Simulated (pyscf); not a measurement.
Cl–Zr(Cl)(Cl)–Cl (SMILES [Cl][Zr]([Cl])([Cl])[Cl]) + H₂O (SMILES O) → HCl (SMILES Cl) + HO–Zr(Cl)(Cl)–Cl (SMILES [OH][Zr]([Cl])([Cl])[Cl]) (four-centre exchange; singlet surface; Cl–Zr, H–O broken, Cl–H, O–Zr formed). Optimised with ωB97X-D3(BJ)/def2-SVP in PySCF. Energies in kcal/mol from the separated reactants.

```
level                   barrier  reaction energy
----------------------  -------  ---------------
PBE/def2-TZVP               4.5             +4.3
r²SCAN/def2-TZVP            ___             +4.2
B3LYP-D3(BJ)/def2-TZVP      4.9             +4.3
PBE0-D3(BJ)/def2-TZVP       4.3             +5.1
M06-2X/def2-TZVP            ___              ___
ωB97M-D3(BJ)/def2-TZVP      5.2             +2.7
```

### Question
Fill in the missing entries.

### Answer

- r²SCAN/def2-TZVP, barrier: 3.3
- M06-2X/def2-TZVP, barrier: 4.0
- M06-2X/def2-TZVP, reaction energy: +4.4

On the reactant side the descent ends in an adduct with a O–Zr contact (not fully relaxed), 18.9 kcal/mol under the separated species and 23.1 kcal/mol under the saddle at ωB97X-D3(BJ)/def2-TZVP. On the product side the descent ends in an adduct with a Cl–Zr contact, 5.6 kcal/mol under the separated species and 3.6 kcal/mol under the saddle at ωB97X-D3(BJ)/def2-TZVP. At r²SCAN, PBE0-D3(BJ), M06-2X the saddle lies under the separated products, which points to a path from their complex (located at ωB97X-D3(BJ) alone), and parting the products costs more than the saddle. What is counted as formed (O–Zr) is already present as a longer contact in the reactant adduct; forming that adduct is a step of its own. What is counted as broken (Cl–Zr) persists as a longer contact in the product adduct; parting that adduct is a step of its own. This is the saddle that the search found; another between the same sides may lie lower. Elements past Kr carry the def2 core potentials, without spin-orbit coupling.
